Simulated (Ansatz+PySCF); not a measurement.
Values are calculated unless marked as measured or tabulated.
**Several solutions for singlet H₂S**

| atom | x (Å) | y (Å) | z (Å) |
| --- | --- | --- | --- |
| S | 0.0000 | 0.0000 | -0.2548 |
| H | 0.0000 | 2.3802 | 2.0388 |
| H | 0.0000 | -2.3802 | 2.0388 |

Basis set: 6-31G (spherical functions). Charge 0, multiplicity 1.

PBE0 (unrestricted) was run from several starts with Ansatz (development build ahead of 0.2.0) and PySCF 2.14.0.

| run | program | start | converged | energy (hartree) | <S²> |
| --- | --- | --- | --- | --- | --- |
| A | Ansatz | search for the lowest state | yes | -398.94500 | 1.94 |
| B | PySCF | program defaults | yes | -398.94295 | 1.97 |
| C | Ansatz | stability test followed | yes | -398.94500 | 1.94 |
| D | Ansatz | atomic start, no search | yes | -398.81923 | 0.00 |

Which runs reached the lowest solution of this kind, and what is wrong with the others?

A, C reached the lowest solution found. Converged but too high: B by 0.06 eV, D by 3.42 eV. Convergence only shows a stationary point, and even a stable one can lie too high; stability tests and further starts are what find lower ones. Caution: charge can spread falsely over distant fragments. Caution: the unrestricted determinant is a mixture of spin states.
